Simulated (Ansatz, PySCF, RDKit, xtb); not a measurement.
**Solving AlPH4S, step by step**

Task: start from the formula AlPH4S, draw up candidate structures, narrow them down in stages, and characterise the one that lies lowest at 298.15 K.

The funnel: GFN2-xTB relaxations, single points with a density functional, relaxations at B3LYP-D3(BJ)/def2-SVP, harmonic vibrations, and a last energy at a higher level. All values are calculated.

4 further runs of the same task are left out: 4 set aside as unsound or not needed.

## 1. Drawing up candidates

A program enumerates the bonding patterns with one Lewis structure each (two rings at most, one unusual centre or charged pair), with their diastereomers. O–O, O–halogen and N–halogen bonds and N–N–N chains are not drawn. That gives 11 candidates.

| label | SMILES | spin |
| --- | --- | --- |
| c096 | [AlH3-][P@H+]=S | singlet |
| c099 | [PH2][AlH][SH] | singlet |
| c316 | [AlH3-][S+]=P | singlet |
| c460 | [AlH3-][P@@H+]=S | singlet |
| c493 | [AlH2-]1[P@H2+][S]1 | singlet |
| c494 | [AlH3-][P+]#[SH] | singlet |
| c590 | [AlH2][P@H]S | singlet |
| c712 | [AlH2][P@H2+][S-] | singlet |
| c772 | [AlH2-]1[P@H][SH+]1 | singlet |
| c870 | [AlH2][S]P | singlet |
| c971 | [AlH2][SH]=P | singlet |

Candidates are built by distance geometry, with a force field where one applies, in up to four conformers (letters a to d). 6 starts with atoms placed at random are added, to find patterns that the rules miss.

**Question.** With final energies at CCSD(T)/def2-TZVP, which structure will this search put lowest in free energy, and by what margin?

| quantity | value |
| --- | --- |
| lowest structure found | [PH2][AlH][SH], singlet, C1 |
| next finalist | [AlH2-]1[P@H2+][S]1, singlet, 12.9 kcal/mol higher in G |
| share at equilibrium, among the finalists | 100.0 % |
| harmonic wavenumbers, lowest and highest (B3LYP-D3(BJ)/def2-SVP) | 101 and 2670 cm⁻¹ |
| rotational constants, same geometry | 0.476, 0.06532, 0.05814 cm⁻¹ |
| dipole moment (PBE0/def2-TZVPD) | 1.00 D |
| HOMO energy (PBE0/def2-TZVPD) | -7.44 eV |
| LUMO energy (PBE0/def2-TZVPD) | -1.39 eV |
| HOMO–LUMO gap (PBE0/def2-TZVPD) | 6.05 eV |
| lowest excitation (TD-CAM-B3LYP/def2-SVPD) | 5.17 eV (f = 0.028) |
| strongest of the states computed, same level | 6.47 eV (f = 0.078) |
| lowest triplet excitation, same level, Tamm-Dancoff | 4.52 eV |
| vertical ionisation energy | 9.36 eV |
| vertical electron affinity | -0.06 eV (unbound: the value depends on the basis) |
| vertical triplet less singlet | +4.32 eV |

The search ends on `[PH2][AlH][SH]`. Among the finalists first place is clear (12.9 kcal/mol); structures outside the list aren't covered. HF/STO-3G, r2SCAN-D4/def2-SVP, B3LYP-D3(BJ)/def2-SVP, HF/def2-TZVP and MP2/def2-TZVP already put its bonding pattern lowest among the structures in one piece; GFN2-xTB favours the singlet [AlH2-]1[P@H2+][S]1. One minimum inside the window was never screened. Lowest found is not proven lowest: the search is finite, and each finalist counts with one conformer. Patterns outside the rules of the enumeration were met only by chance.
